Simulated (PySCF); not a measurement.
Atomic charges by several schemes

Species: C5H11S (charge -1).
SMILES with atom numbers: `[CH3:1][CH2:2][CH2:3][C@@H:4]([CH3:5])[S-:6]` (hydrogens: H7, H8, H9 on C1; H10, H11 on C2; H12, H13 on C3; H14 on C4; H15, H16, H17 on C5)

Cartesian coordinates in Å at the PBE0-D3(BJ)/def2-SVP level; atoms count from 1:
```xyz
17
C5H11S angstrom
C      2.3454    0.3409   -0.2202
C      1.0259   -0.1127    0.3886
C     -0.1164   -0.1731   -0.6229
C     -1.4609   -0.7069   -0.1157
C     -2.0177    0.1604    1.0136
S     -2.6566   -0.8483   -1.4753
H      2.6595   -0.3369   -1.0318
H      3.1639    0.3795    0.5195
H      2.2494    1.3463   -0.6638
H      1.1567   -1.1103    0.8484
H      0.7582    0.5635    1.2203
H     -0.3000    0.8289   -1.0553
H      0.1747   -0.8072   -1.4786
H     -1.2563   -1.7119    0.3185
H     -2.9920   -0.2420    1.3296
H     -1.3556    0.2269    1.9041
H     -2.2029    1.1787    0.6297
```

Density: PBE0/pcSseg-1 (PySCF); schemes: Mulliken, IAO, Hirshfeld and ESP-fitted. One conformer (not necessarily the lowest) at the PBE0-D3(BJ)/def2-SVP geometry, without solvent, vibrations or thermal averaging. The pcSseg-1 basis has no diffuse functions, a weakness for an anion. The HOMO energy is positive at this level (+0.44 eV), so the outermost electrons may be held by the finite basis alone.

What partial charge does each atom carry?

In e:

```json
{"atom": "C1", "environment": "methyl carbon", "Mulliken": "-0.272", "IAO": "-0.400", "Hirshfeld": "-0.123", "ESP-fitted": "-0.512"}
{"atom": "C2", "environment": "chain CH2 carbon", "Mulliken": "-0.271", "IAO": "-0.244", "Hirshfeld": "-0.074", "ESP-fitted": "+0.442"}
{"atom": "C3", "environment": "chain CH2 carbon", "Mulliken": "-0.160", "IAO": "-0.246", "Hirshfeld": "-0.089", "ESP-fitted": "-0.044"}
{"atom": "C4", "environment": "sp3 carbon bound to sulfur", "Mulliken": "-0.341", "IAO": "-0.149", "Hirshfeld": "-0.061", "ESP-fitted": "-0.118"}
{"atom": "C5", "environment": "methyl carbon", "Mulliken": "-0.210", "IAO": "-0.405", "Hirshfeld": "-0.148", "ESP-fitted": "-0.346"}
{"atom": "S6", "environment": "thiolate sulfur", "Mulliken": "-0.669", "IAO": "-0.785", "Hirshfeld": "-0.648", "ESP-fitted": "-0.848"}
{"atom": "H7", "environment": "methyl hydrogen", "Mulliken": "+0.095", "IAO": "+0.123", "Hirshfeld": "+0.027", "ESP-fitted": "+0.106"}
{"atom": "H8", "environment": "methyl hydrogen", "Mulliken": "+0.084", "IAO": "+0.113", "Hirshfeld": "+0.020", "ESP-fitted": "+0.074"}
{"atom": "H9", "environment": "methyl hydrogen", "Mulliken": "+0.095", "IAO": "+0.123", "Hirshfeld": "+0.027", "ESP-fitted": "+0.090"}
{"atom": "H10", "environment": "methylene hydrogen", "Mulliken": "+0.088", "IAO": "+0.110", "Hirshfeld": "+0.020", "ESP-fitted": "-0.103"}
{"atom": "H11", "environment": "methylene hydrogen", "Mulliken": "+0.100", "IAO": "+0.112", "Hirshfeld": "+0.020", "ESP-fitted": "-0.074"}
{"atom": "H12", "environment": "methylene hydrogen", "Mulliken": "+0.081", "IAO": "+0.112", "Hirshfeld": "+0.010", "ESP-fitted": "+0.022"}
{"atom": "H13", "environment": "methylene hydrogen", "Mulliken": "+0.091", "IAO": "+0.121", "Hirshfeld": "+0.009", "ESP-fitted": "-0.010"}
{"atom": "H14", "environment": "methine hydrogen", "Mulliken": "+0.083", "IAO": "+0.088", "Hirshfeld": "-0.007", "ESP-fitted": "+0.103"}
{"atom": "H15", "environment": "methyl hydrogen", "Mulliken": "+0.088", "IAO": "+0.129", "Hirshfeld": "+0.010", "ESP-fitted": "+0.101"}
{"atom": "H16", "environment": "methyl hydrogen", "Mulliken": "+0.044", "IAO": "+0.079", "Hirshfeld": "-0.001", "ESP-fitted": "+0.021"}
{"atom": "H17", "environment": "methyl hydrogen", "Mulliken": "+0.072", "IAO": "+0.118", "Hirshfeld": "+0.008", "ESP-fitted": "+0.097"}
```

Mean size of the charges over all atoms: IAO 0.203 e, ESP-fitted 0.183 e, Mulliken 0.167 e, Hirshfeld 0.077 e. Each set sums to the total charge, -1, to within 0.001 e. The Hirshfeld scheme divides the density at each point in proportion to the densities of the neutral, spherically averaged free atoms.

Lowest charge. All schemes agree: Mulliken S6 (-0.669); IAO S6 (-0.785); Hirshfeld S6 (-0.648); ESP-fitted S6 (-0.848).

Highest charge. The schemes don't all agree: Mulliken H11 (+0.100); IAO H15 (+0.129); Hirshfeld H7 and H9 (+0.027); ESP-fitted C2 (+0.442).

Sum the charges by element, for elements with more than one atom.

| element | atoms | Mulliken | IAO | Hirshfeld | ESP-fitted |
| --- | --- | --- | --- | --- | --- |
| C | 5 | -1.253 | -1.444 | -0.495 | -0.579 |
| H | 11 | +0.921 | +1.229 | +0.144 | +0.427 |

How closely do the schemes follow one another over all atoms?

Correlation coefficient and root-mean-square difference: Mulliken with IAO 0.95, 0.085 e; IAO with Hirshfeld 0.90, 0.140 e; Mulliken with Hirshfeld 0.88, 0.110 e; Hirshfeld with ESP-fitted 0.79, 0.183 e; IAO with ESP-fitted 0.74, 0.195 e; Mulliken with ESP-fitted 0.66, 0.212 e.

How many electrons does the Mulliken scheme count on C4?

Z − q = 6 − (-0.341) ≈ 6.340.

The run behind these numbers computed NMR shieldings as well. The run took 24 s wall on x86-64 server, one thread, no GPU, shared host.
